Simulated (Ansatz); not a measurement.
For hcp Sc, PBE (PAW; Ansatz, a first-principles code) gives:

| Quantity | Result |
|---|---|
| lattice parameter a | 3.320 Å |
| c axis length | 5.165 Å |

### Question
What does HSE06-D3(BJ) (plane waves, PAW; Ansatz) give for the same quantities?

### Answer

- lattice constant a: 3.271 Å (shrinks by 1.5 %)
- lattice parameter c: 5.096 Å (drops by 1.3 %)

For comparison: lattice constant a 3.309 Å (measured, 293 K, not corrected to a static lattice; as tabulated in Wikipedia's data pages); lattice parameter c 5.268 Å (measured, 293 K, no zero-point or thermal correction; as tabulated in Wikipedia's data pages).

Changes are worked out from the printed values.

Unless a cell is named, each level is at its own relaxed cell (PBE 24.65, HSE06-D3(BJ) 23.61 Å³/atom).

The crystal itself was run without spin with PBE, HSE06-D3(BJ); a magnetic state was not tried in these runs.

Ansatz's density-functional and Hartree–Fock values are scalar-relativistic unless marked +SOC, with PAW data made under PBE.
